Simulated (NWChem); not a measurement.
Spin states of Si (+1)

```xyz
1

Si     0.0000     0.0000     0.0000
```
Charge +1, spin multiplicity 2.

Program: NWChem.

Basis set: def2-TZVP. The gap is E(quartet) − E(doublet), so a negative value puts the higher spin lower. Open shells are unrestricted. The quartet is the single determinant that the SCF runs reached, with unpaired electrons in orbitals of symmetry ag and b1u and b2u (D2h labels); it need not be the lowest quartet, which in molecules with degenerate π orbitals can need several determinants. Where the lowest doublet needs several determinants, the single determinant used here isn't a pure state and places it wrongly.

No SCF solution was tested for a lower state. Open-shell Hartree-Fock references start from PBE0 orbitals.

Problem. Order these methods by the vertical doublet-quartet gap they give, lowest first: PBE0, CAM-B3LYP, PBE, HF.

Solution. HF (89.3 kcal/mol), PBE0 (116.7 kcal/mol), PBE (120.3 kcal/mol), CAM-B3LYP (126.4 kcal/mol)
